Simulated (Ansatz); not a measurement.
# AlSiH3 (triplet): wave-function methods side by side at distance Al1–H4 along a hydrogen transfer = 1.706 Å, cc-pVTZ

One table from this session's results is given with a row withheld; the runs are named, their logs left out.

Computed with Ansatz 0.2.0, Gaussian basis. Level: cc-pVTZ, core rule «outside noble gas», up to 10 orbitals frozen.

The runs, in order: UHF; CCSD(T) on ROHF; CCSD(T) on UHF; BCCD(T) on ROHF; CISD; CCSDT(Q) on ROHF; CCSDT(Q) on UHF; CASSCF and NEVPT2, 4 electrons in 4 orbitals.

5 further runs of the same task are left out: 5 for a known fault of the program.

### The system

The geometry derives from fragments relaxed apart (PBE0/def2-TZVP) and kept rigid, so it is no stationary point. A hydrogen atom is moved between rigid fragments.

5 atoms, charge 0, spin multiplicity 3.

Atoms are counted from 1 here; the program's logs count them from 0.

Bond lengths: Al1–H2 1.586 Å, Al1–H3 1.586 Å, Al1–H4 1.706 Å. Angles: H2–Al1–H3 120.0°, H2–Al1–H4 120.0°, H3–Al1–H4 120.0°.

The first run:

in.yaml reads:

```yaml
crystal:
  periodic: [false, false, false]
  atoms:
    - {symbol: Al, position_ang: [-1.873135, 0.000000, 0.000000]}
    - {symbol: H, position_ang: [-2.666058, 1.373384, 0.000000]}
    - {symbol: H, position_ang: [-2.666058, -1.373384, 0.000000]}
    - {symbol: H, position_ang: [-0.167135, 0.000000, 0.000000]}
    - {symbol: Si, position_ang: [1.996865, 0.000000, 0.000000]}
basis:
  gaussian: {orbitals: cc-pVTZ}
magnetization: {spin_polarized: true, initial_magnetization: 2}
hamiltonian: {xc: hf}
output: {orbitals: {seedname: orbitals}}
```

Launch:

```bash
$ ansatz run in.yaml --threads 1 --pin off --events-out ev --progress --plain --max-ram 4096MiB --backend cpu
```

Among the steps run: UHF; CCSD(T) on ROHF; CCSD(T) on UHF; BCCD(T) on ROHF; CISD; CCSDT(Q) on ROHF; CCSDT(Q) on UHF; CASSCF and NEVPT2, 4 electrons in 4 orbitals.

One of the session's tables, all rows but one given; the rest of the session is left out.

It belongs to the step «Misses and costs». 

```
   method  from UCCSDT(Q) (kcal/mol)
     ROHF                    +131.33
      UHF                    +128.38
     RMP2                     +29.65
     UMP2                     +30.07
     CISD                     +14.57
    RCCSD                          ?
    UCCSD                      +4.40
 RCCSD(T)                      +1.02
 UCCSD(T)                      +1.00
  BCCD(T)                      +1.01
   RCCSDT                      +0.16
   UCCSDT                      +0.13
RCCSDT(Q)                      +0.03
UCCSDT(Q)                          0
```

**Question.** Estimate the row for RCCSD.

As computed: from UCCSDT(Q) (kcal/mol): +4.52. In the column «from UCCSDT(Q) (kcal/mol)» it lies between UCCSD (+4.40) and CISD (+14.57).

Caveats from the session: Left out of the table: CASSCF pair, NEVPT2 pair (the active space lost an orbital or holds another state than full CI finds). Restricted and unrestricted rows rest on different reference determinants; where their highest levels disagree by more than a few hundredths of an eV, they describe different states and don't form one ladder. Warnings in the runs' records: passed over end.
